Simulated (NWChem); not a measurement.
System: phosphine (PH₃); SMILES P

NWChem printed, in part:

```
             Northwest Computational Chemistry Package (NWChem) 7.3.0
             --------------------------------------------------------

 C3V symmetry detected

                             Geometry "geometry" -> ""
                             -------------------------

 Output coordinates in angstroms (scale by  1.889725989 to convert to a.u.)

  No.       Tag          Charge          X              Y              Z
 ---- ---------------- ---------- -------------- -------------- --------------
    1 P                   15.0000     0.00000000    -0.00000000     0.12929133
    2 H                    1.0000     0.84116308     0.84116308    -0.64645667
    3 H                    1.0000     0.30788706    -1.14905014    -0.64645667
    4 H                    1.0000    -1.14905014     0.30788706    -0.64645667

 Effective nuclear repulsion energy (a.u.)      17.5381302066

      Symmetry information
      --------------------

 Group name             C3v
 Group number             17
 Group order               6
 No. of unique centers     2

                                Z-matrix (autoz)
                                --------

 Units are Angstrom for bonds and degrees for angles

      Type          Name      I     J     K     L     M      Value
      ----------- --------  ----- ----- ----- ----- ----- ----------
    1 Stretch                  1     2                       1.42017
    2 Stretch                  1     3                       1.42017
    3 Stretch                  1     4                       1.42017
    4 Bend                     2     1     3                93.00609
    5 Bend                     2     1     4                93.00609
    6 Bend                     3     1     4                93.00609
    7 Torsion                  2     1     3     4         -93.17263
    8 Torsion                  2     1     4     3          93.17263
    9 Torsion                  3     1     2     4          93.17263
   10 Torsion                  2     4     1     3         -93.17263
   11 Torsion                  3     2     1     4         -93.17263
   12 Torsion                  2     3     1     4          93.17263

  perdew86 is a nonlocal functional; adding perdew81 local functional.

                           NWChem Geometry Optimization
                           ----------------------------

 maximum gradient threshold         (gmax) =   0.000450
 rms gradient threshold             (grms) =   0.000300
 maximum cartesian step threshold   (xmax) =   0.001800
 rms cartesian step threshold       (xrms) =   0.001200
 fixed trust radius                (trust) =   0.300000
 source of zmatrix                         =   autoz

          -------------------
          Energy Minimization
          -------------------

 Using diagonal initial Hessian
 Scaling for Hessian diagonals: bonds = 1.00  angles = 0.25  torsions = 0.10

          --------
          Step   0

                                 NWChem DFT Module
                                 -----------------

 Summary of "ao basis" -> "ao basis" (spherical)
 ------------------------------------------------------------------------------
       Tag                 Description            Shells   Functions and Types
 ---------------- ------------------------------  ------  ---------------------
 P                         def2-tzvp                13       37   5s5p2d1f
 H                         def2-tzvp                 4        6   3s1p

      Symmetry analysis of basis
      --------------------------

        a1         19
        a2          2
        e          34

  Rotation of axis

            General Information
            -------------------
          SCF calculation type: DFT
          Wavefunction type:  closed shell.
          No. of atoms     :     4
          No. of electrons :    18
           Alpha electrons :     9
            Beta electrons :     9
          Charge           :     0
          Spin multiplicity:     1
          Use of symmetry is: on ; symmetry adaption is: on
          Maximum number of iterations: 150
          AO basis - number of functions:    55
                     number of shells:    25
          Convergence on energy requested:  1.00D-06
          Convergence on density requested:  1.00D-05
          Convergence on gradient requested:  5.00D-04

              XC Information
              --------------
                    Becke 1988 Exchange Functional  1.000
                Perdew 1981 Correlation Functional  1.000 local
                Perdew 1986 Correlation Functional  1.000 non-local

             Grid Information
             ----------------
          Grid used for XC integration:  medium
          Radial quadrature: Mura-Knowles
          Angular quadrature: Lebedev.
          Tag              B.-S. Rad. Rad. Pts. Rad. Cut. Ang. Pts.
          ---              ---------- --------- --------- ---------
          P                   1.00       88           7.0       590
          H                   0.35       45           8.0       434
          Grid pruning is: on
          Number of quadrature shells:   133
          Spatial weights used:  Erf1

      Superposition of Atomic Density Guess
      -------------------------------------

 Sum of atomic energies:        -342.15054191

      Non-variational initial energy
      ------------------------------

 Total energy =    -342.358513
 1-e energy   =    -507.337103
 2-e energy   =     147.440460
 HOMO         =      -0.316776
 LUMO         =       0.082573

      Symmetry analysis of molecular orbitals - initial
      -------------------------------------------------

  Numbering of irreducible representations:

     1 a1          2 a2          3 e

  Orbital symmetries:

     1 a1          2 a1          3 e           4 e           5 a1
     6 a1          7 e           8 e           9 a1         10 e
    11 e          12 a1         13 e          14 e          15 a1
    16 a1         17 e          18 e          19 e

   convergence    iter        energy       DeltaE   RMS-Dens  Diis-err
 ---------------- ----- ----------------- --------- --------- ---------
 d= 0,ls=0.0,diis     1   -343.1747582992 -3.61D+02  4.16D-03  4.43D-01
 d= 0,ls=0.0,diis     2   -343.1880212651 -1.33D-02  2.45D-03  1.26D-02
 d= 0,ls=0.0,diis     3   -343.1890840679 -1.06D-03  9.73D-04  7.24D-03
 d= 0,ls=0.0,diis     4   -343.1904377202 -1.35D-03  2.25D-04  1.11D-04
 d= 0,ls=0.0,diis     5   -343.1904553098 -1.76D-05  6.36D-05  2.73D-05
  Resetting Diis
 d= 0,ls=0.0,diis     6   -343.1904585222 -3.21D-06  1.76D-06  1.78D-08
 d= 0,ls=0.0,diis     7   -343.1904585246 -2.40D-09  7.40D-07  5.71D-10

         Total DFT energy =     -343.190458524638
      One electron energy =     -508.637815095837
           Coulomb energy =      172.268669042735
    Exchange-Corr. energy =      -24.359442678175
 Nuclear repulsion energy =       17.538130206639

 Numeric. integr. density =       18.000001576181

                  Occupations of the irreducible representations
                  ----------------------------------------------

                     irrep           alpha         beta
                     --------     --------     --------
                     a1                5.0          5.0
                     a2                0.0          0.0
                     e                 4.0          4.0

                       DFT Final Molecular Orbital Analysis
                       ------------------------------------

 Vector    7  Occ=2.000000D+00  E=-3.491090D-01  Symmetry=e
              MO Center= -2.1D-01,  2.7D-01, -3.3D-01, r^2= 1.8D+00
   Bfn.  Coefficient  Atom+Function         Bfn.  Coefficient  Atom+Function
  ----- ------------  ---------------      ----- ------------  ---------------
    15      0.340316  1 P  px                51     -0.230918  4 H  s
    39      0.182463  2 H  s                 12      0.156813  1 P  px
    50     -0.154636  4 H  s                  6     -0.143301  1 P  px
    52     -0.138110  4 H  s                 18      0.128877  1 P  px
    38      0.122188  2 H  s                 40      0.109130  2 H  s

 Vector    8  Occ=2.000000D+00  E=-3.491090D-01  Symmetry=e
              MO Center=  2.1D-01, -2.7D-01, -3.3D-01, r^2= 1.8D+00
   Bfn.  Coefficient  Atom+Function         Bfn.  Coefficient  Atom+Function
  ----- ------------  ---------------      ----- ------------  ---------------
    16      0.340316  1 P  py                45     -0.238665  3 H  s
    39      0.161295  2 H  s                 44     -0.159825  3 H  s
    13      0.156813  1 P  py                 7     -0.143301  1 P  py
    46     -0.142744  3 H  s                 19      0.128877  1 P  py
    38      0.108013  2 H  s                 40      0.096470  2 H  s

[...]

      ----------------------
      Optimization converged
      ----------------------

  Step       Energy      Delta E   Gmax     Grms     Xrms     Xmax
  ---- ---------------- -------- -------- -------- -------- --------
@    4    -343.19059186 -4.8D-08  0.00000  0.00000  0.00001  0.00002
                                     ok       ok       ok       ok

                                Z-matrix (autoz)
                                --------

 Units are Angstrom for bonds and degrees for angles

      Type          Name      I     J     K     L     M      Value     Gradient
      ----------- --------  ----- ----- ----- ----- ----- ---------- ----------
    1 Stretch                  1     2                       1.43092   -0.00000
    2 Stretch                  1     3                       1.43092   -0.00000
    3 Stretch                  1     4                       1.43092   -0.00000
    4 Bend                     2     1     3                92.48418   -0.00000
    5 Bend                     2     1     4                92.48418   -0.00000
    6 Bend                     3     1     4                92.48418   -0.00000
    7 Torsion                  2     1     3     4         -92.59680    0.00000
    8 Torsion                  2     1     4     3          92.59680   -0.00000
    9 Torsion                  3     1     2     4          92.59680   -0.00000
   10 Torsion                  2     4     1     3         -92.59680    0.00000
   11 Torsion                  3     2     1     4         -92.59680    0.00000
   12 Torsion                  2     3     1     4          92.59680   -0.00000

                         Geometry "geometry" -> "geometry"
                         ---------------------------------

 Output coordinates in angstroms (scale by  1.889725989 to convert to a.u.)

  No.       Tag          Charge          X              Y              Z
 ---- ---------------- ---------- -------------- -------------- --------------
    1 P                   15.0000     0.00000000    -0.00000000     0.13962148
    2 H                    1.0000     0.84385498     0.84385498    -0.64990005
    3 H                    1.0000     0.30887236    -1.15272734    -0.64990005
    4 H                    1.0000    -1.15272734     0.30887236    -0.64990005

 Effective nuclear repulsion energy (a.u.)      17.4097774192

      Symmetry information
      --------------------

 Group name             C3v
 Group number             17
 Group order               6
 No. of unique centers     2

                Final and change from initial internal coordinates
                --------------------------------------------------

                                Z-matrix (autoz)
                                --------

 Units are Angstrom for bonds and degrees for angles

      Type          Name      I     J     K     L     M      Value       Change
      ----------- --------  ----- ----- ----- ----- ----- ---------- ----------
    1 Stretch                  1     2                       1.43092    0.01074
    2 Stretch                  1     3                       1.43092    0.01074
    3 Stretch                  1     4                       1.43092    0.01074
    4 Bend                     2     1     3                92.48418   -0.52192
    5 Bend                     2     1     4                92.48418   -0.52192
    6 Bend                     3     1     4                92.48418   -0.52192
    7 Torsion                  2     1     3     4         -92.59680    0.57583
    8 Torsion                  2     1     4     3          92.59680   -0.57583
    9 Torsion                  3     1     2     4          92.59680   -0.57583
   10 Torsion                  2     4     1     3         -92.59680    0.57583
   11 Torsion                  3     2     1     4         -92.59680    0.57583
   12 Torsion                  2     3     1     4          92.59680   -0.57583

 ==============================================================================
                                internuclear distances
 ------------------------------------------------------------------------------
       center one      |      center two      | atomic units |  angstroms
 ------------------------------------------------------------------------------
    2 H                |   1 P                |     2.70404  |     1.43092
    3 H                |   1 P                |     2.70404  |     1.43092
    4 H                |   1 P                |     2.70404  |     1.43092
 ------------------------------------------------------------------------------
                         number of included internuclear distances:          3
 ==============================================================================

[...]

 Rotational Constants
 --------------------
 A=   4.355960 cm-1  (  6.267114 K)
 B=   4.355960 cm-1  (  6.267114 K)
 C=   3.914967 cm-1  (  5.632638 K)

 Temperature                      =   298.15K
 frequency scaling parameter      =   1.0000

 Zero-Point correction to Energy  =   14.529 kcal/mol  (  0.023153 au)
 Thermal correction to Energy     =   16.362 kcal/mol  (  0.026074 au)
 Thermal correction to Enthalpy   =   16.954 kcal/mol  (  0.027018 au)

 Total Entropy                    =   50.260 cal/mol-K
   - Translational                =   36.486 cal/mol-K (mol. weight =  33.9972)
   - Rotational                   =   13.548 cal/mol-K (symmetry #  =        3)
   - Vibrational                  =    0.227 cal/mol-K

 Cv (constant volume heat capacity) =    6.928 cal/mol-K
   - Translational                  =    2.979 cal/mol-K
   - Rotational                     =    2.979 cal/mol-K
   - Vibrational                    =    0.969 cal/mol-K

[normal modes left out]

 ----------------------------------------------------------------------------
 Normal Eigenvalue ||           Projected Infra Red Intensities
  Mode   [cm**-1]  || [atomic units] [(debye/angs)**2] [(KM/mol)] [arbitrary]
 ------ ---------- || -------------- ----------------- ---------- -----------
    1       -0.000 ||    0.004462           0.103         4.349       2.874
    2       -0.000 ||    0.000105           0.002         0.102       0.067
    3        0.000 ||    0.000315           0.007         0.307       0.203
    4        0.000 ||    0.000103           0.002         0.100       0.066
    5        0.000 ||    0.000073           0.002         0.072       0.047
    6        0.000 ||    0.004214           0.097         4.108       2.714
    7      982.274 ||    0.014899           0.344        14.524       9.596
    8     1098.580 ||    0.008161           0.188         7.956       5.256
    9     1098.582 ||    0.008161           0.188         7.956       5.256
   10     2320.978 ||    0.030981           0.715        30.201      19.954
   11     2333.663 ||    0.057422           1.325        55.977      36.983
   12     2333.666 ||    0.057422           1.325        55.977      36.983
 ----------------------------------------------------------------------------
```

Level: BP86/def2-TZVP. 

Question: Reconstruct the input file.

Answer: This is not unique; one that fits is the input that was run:
```
start job
memory heap 200 mb stack 900 mb global 1100 mb
geometry units angstroms
  P      0.000000     0.000000     0.133607
  H      0.402764    -1.119327    -0.642141
  H     -1.170747     0.210859    -0.642141
  H      0.767983     0.908467    -0.642141
end
basis spherical
  * library def2-tzvp
end
dft
  xc becke88 perdew86
  iterations 150
end
driver
  maxiter 120
end
task dft optimize
task dft freq
```
